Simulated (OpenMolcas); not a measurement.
# NO (nitric oxide): UPW91/ANO-L-VQZP

What is the energy change on altering one bond length of NO (nitric oxide) at UPW91/ANO-L-VQZP? 

The results are computed with OpenMolcas 26.06.

## (1) The system as given

NO: 2 atoms, total charge 0, spin state doublet. As SMILES, `[N]=O`. The coordinates come from a GFN2-xTB relaxation.

Bond lengths: N1–O2 1.155 Å.

## (2) A single-point energy at UPW91/ANO-L-VQZP

job.inp

```
&GATEWAY
  COORD
  2
  angstrom
  N       -0.490230       0.179450      -0.247330
  O        0.490230      -0.179450       0.247330
  BASIS=ANO-L-VQZP
  GROUP=NoSym

&SEWARD

&SCF
  UHF
  SPIN=2
  KSDFT=2
  1.0 GGA_X_PW91
  1.0 GGA_C_PW91
  PRORBITALS=0
```

Started as:

```
$ export MOLCAS_MEM=1860
$ pymolcas job.inp > job.log
```

The program printed, cut to the lines that bear on the results:

```text
--- Start Module: gateway ---
[...]
--- Stop Module: gateway /rc=_RC_ALL_IS_WELL_ ---
--- Start Module: seward ---
[...]
      Basis functions           92
--- Stop Module: seward /rc=_RC_ALL_IS_WELL_ ---
[...]
--- Start Module: scf ---
[...]
       Convergence after  13 Iterations
[...]
::    Total KS-DFT energy                            -129.9173374484
[...]
      Total spin, S                                     0.5010266846
[...]
      Total electronic charge=   15.000000
      Total            charge=   -0.000000
[...]
      Dipole Moment (debye):
      Origin of the operator (angstrom)=    0.0326   -0.0119    0.0164
                   X=  1.8729E-01               Y= -6.8560E-02               Z=  9.4493E-02           Total=  2.2070E-01
      Quadrupole Moment (debye*angstrom):
[...]
--- Stop Module: scf /rc=_RC_ALL_IS_WELL_ ---
[...]
```

Wall time 13 s (1 thread of Intel Xeon Platinum 8488C (Sapphire Rapids), shared host); peak memory 0.5 GiB.

## (3) The distorted shape

job.input

```
* NO Kohn-Sham DFT

&GATEWAY
 Coord
 2
 angstrom
 N       -0.588302       0.215350      -0.296809
 O        0.490230      -0.179450       0.247330
 Basis
 ANO-L-VQZP
 Group
 NoSym

&SEWARD

&SCF
 UHF
 Spin
 2
 KSDFT
 2
 1.0 GGA_X_PW91
 1.0 GGA_C_PW91
 PrOrbitals
 0
```

Started as:

```
$ export MOLCAS_MEM=1860
$ pymolcas job.input > job.log
```

The program printed, cut to the lines that bear on the results:

```text
--- Start Module: gateway ---
[...]
--- Stop Module: gateway /rc=_RC_ALL_IS_WELL_ ---
--- Start Module: seward ---
[...]
      Basis functions           92
--- Stop Module: seward /rc=_RC_ALL_IS_WELL_ ---
[...]
--- Start Module: scf ---
[...]
       Convergence after  13 Iterations
[...]
::    Total KS-DFT energy                            -129.8993841600
[...]
      Total spin, S                                     0.5013844892
[...]
      Total electronic charge=   15.000000
      Total            charge=   -0.000000
[...]
      Dipole Moment (debye):
      Origin of the operator (angstrom)=   -0.0132    0.0048   -0.0067
                   X= -4.9249E-02               Y=  1.8028E-02               Z= -2.4847E-02           Total=  5.8033E-02
      Quadrupole Moment (debye*angstrom):
[...]
--- Stop Module: scf /rc=_RC_ALL_IS_WELL_ ---
[...]
```

Run time: 14 s. Hardware: 1 thread of Intel Xeon Platinum 8488C (Sapphire Rapids), shared host; peak memory 0.51 GiB.

## (4) What came out

At UPW91/ANO-L-VQZP:

| quantity | value |
| --- | --- |
| first shape: total energy | -129.91734 Eh |
| first shape: dipole moment | 0.22 D |
| first shape: HOMO energy (highest over α and β) | -4.67 eV |
| first shape: LUMO energy (lowest over α and β) | -4.37 eV |
| first shape: ⟨S²⟩ | 0.752 |
| distorted shape: total energy | -129.89938 Eh |
| distorted shape: dipole moment | 0.06 D |
| distorted shape: HOMO energy (highest over α and β) | -5.67 eV |
| distorted shape: LUMO energy (lowest over α and β) | -5.37 eV |
| distorted shape: ⟨S²⟩ | 0.753 |
| energy change with the N1–O2 bond stretched from 1.155 to 1.271 Å | 0.489 eV |

What this shows: With the N1–O2 bond stretched from 1.155 to 1.271 Å the energy rises by 0.49 eV (11.3 kcal/mol). The first shape isn't relaxed at this level, so the change isn't measured from a minimum.
